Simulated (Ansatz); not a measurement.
Input for Ansatz (development build ahead of 0.2.0):

```yaml
crystal:
  periodic: [false, false, false]
  atoms:
    - { symbol: Li, position_ang: [0.0, 0.0, 3.3118] }
    - { symbol: Al, position_ang: [0.0, 0.0, 0.0] }
    - { symbol: Si, position_ang: [2.6723, 0.0, 1.5428] }
basis:
  gaussian: { orbitals: STO-3G }
magnetization:
  spin_polarized: true
hamiltonian:
  xc: hf
```

The input is written out in the form of the current development build from the run's settings.

The run gave:

```
Converged                       : yes
Total energy                    : -531.77934 hartree
Spin squared of the determinant : 1.711
Stability test                  : minimum
```

Caution: the unrestricted determinant is a mixture of spin states.
